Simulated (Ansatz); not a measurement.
# A ladder of methods for CH2BF (SMILES B[C]F)

The species is CH2BF (5 atoms), meant as a triplet with charge 0. As SMILES, `B[C]F`. Geometry: relaxed at GFN2-xTB.

```xyz
5

B    -0.5056   -0.2501   -0.1209
C     0.8999    0.1798   -0.2454
F     1.7161    0.8967    0.4901
H    -0.9948   -0.9049   -0.9535
H    -1.1156    0.0785    0.8297
```

Quantity: the energy change with the B1–H4 bond stretched from 1.167 to 1.750 Å, in eV. The values are calculated.

| level | kind | program | value (eV) | less FCI/STO-3G | CPU time (all runs) |
| --- | --- | --- | --- | --- | --- |
| U-r2SCAN/STO-3G | meta-GGA | Ansatz | 2.52 | +0.19 | 6 s |
| U-r2SCAN0/STO-3G | hybrid meta-GGA | Ansatz | 2.71 | +0.38 | 5.1 s |
| UHSE06/STO-3G | range-separated hybrid | Ansatz | 2.60 | +0.27 | 2.8 s |
| RPA@PBE/STO-3G | RPA | Ansatz | 2.31 | -0.02 | 2.5 s |
| UMP2/STO-3G | perturbation theory | Ansatz | 2.81 | +0.48 | 0.32 s |
| UBCCD(T)/STO-3G | coupled cluster or CI | Ansatz | 2.34 | +0.01 | 0.68 s |
| UCCSDT(Q)/STO-3G | coupled cluster or CI | Ansatz | 2.33 | 0.00 | 3.1 s |
| UCCSDT/STO-3G | coupled cluster or CI | Ansatz | 2.33 | 0.00 | 2.3 s |
| FCI/STO-3G | exact in the basis | Ansatz | 2.33 | 0.00 | 85 s |

FCI/STO-3G is exact within its basis and frozen core, so for wave-function methods in that basis the difference is their error; functionals converge differently with the basis, so for them it is only a difference. The first shape isn't each level's own minimum. The values span 2.31 to 2.81 eV. All rows use very small basis sets, so none should be taken for the real molecule's value. Times are those of the runs behind each value, whatever else they computed, on shared processors of several kinds: orders of magnitude only.
